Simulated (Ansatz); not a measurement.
# The boron atom (doublet): wave-function methods side by side, 6-31G*

Aim: climb from Hartree-Fock through coupled cluster and multireference methods for the boron atom (doublet) at one geometry and basis, and see what each rung misses.

The runs use Ansatz 0.2.0, Gaussian basis; 6-31G*, core rule «outside noble gas», up to 1 orbitals frozen.

The runs, in order: CCSD(T) on UHF; BCCD(T) on ROHF; CISD; CCSDT on ROHF; CCSDT on UHF; CASSCF and MRCISD+Q, 3 electrons in 4 orbitals; CASSCF and MRCISD+Q(relaxed), 3 electrons in 4 orbitals; CASSCF and NEVPT4(SD), 3 electrons in 4 orbitals; CASSCF and NEVPT2, 3 electrons in 4 orbitals; Full CI.

## (1) The atom

A free atom, in its lowest state of this spin that the program finds.

1 atom, charge 0, spin multiplicity 2.

## (2) CCSD(T) on UHF

in.yaml reads:

```yaml
crystal:
  periodic: [false, false, false]
  atoms:
    - {symbol: B, position_ang: [0.000000, 0.000000, 0.000000]}
basis:
  gaussian: {orbitals: "6-31G*"}
magnetization: {spin_polarized: true, initial_magnetization: 1}
correlation: {method: ccsd_t, electrons: outside_noble_gas}
```

The run is started by

```console
$ ansatz run in.yaml --threads 1 --pin off --events-out ev --progress --plain --max-ram 3916MiB
```

After this run come: BCCD(T) on ROHF; CISD; CCSDT on ROHF; CCSDT on UHF; CASSCF and MRCISD+Q, 3 electrons in 4 orbitals; CASSCF and MRCISD+Q(relaxed), 3 electrons in 4 orbitals; CASSCF and NEVPT4(SD), 3 electrons in 4 orbitals; CASSCF and NEVPT2, 3 electrons in 4 orbitals; Full CI.

**Question.** What will the summary of the whole plan be? Wanted: FCI below the UHF energy; UMP2 from FCI; UCCSD(T) from FCI; NEVPT2 valence from FCI; NEVPT4(SD) valence from FCI; MRCISD+Q valence from FCI; effectively unpaired electrons.

**Answer**, as computed:

| quantity | value |
| --- | --- |
| FCI below the UHF energy | -1.5749 eV |
| UMP2 from FCI | +576.8 meV |
| UCCSD(T) from FCI | +6.5 meV |
| NEVPT2 valence from FCI | +172.9 meV |
| NEVPT4(SD) valence from FCI | +13.6 meV |
| MRCISD+Q valence from FCI | -8.5 meV |
| levels within 1 kcal/mol (43 meV) | UCCSD, UCCSD(T), BCCD(T), UCCSDT, NEVPT4(SD) valence, MRCISD valence, MRCISD+Q valence, MRCISD+Q(relaxed) valence |
| effectively unpaired electrons | 1.07 |

What this shows: UCCSD(T) lands +6.5 meV from the yardstick (0.4 % of the correlation energy). MRCISD+Q valence, MRCISD+Q(relaxed) valence fall below full CI: the +Q correction isn't variational, and the cores differ from full CI's. One determinant dominates. Of the multireference levels listed MRCISD+Q valence comes nearest in total energy (-8.5 meV), which doesn't show that its space is the better one. These misses are within one basis, not against nature; the frozen cores of restricted and unrestricted runs differ, which can shift their rows.
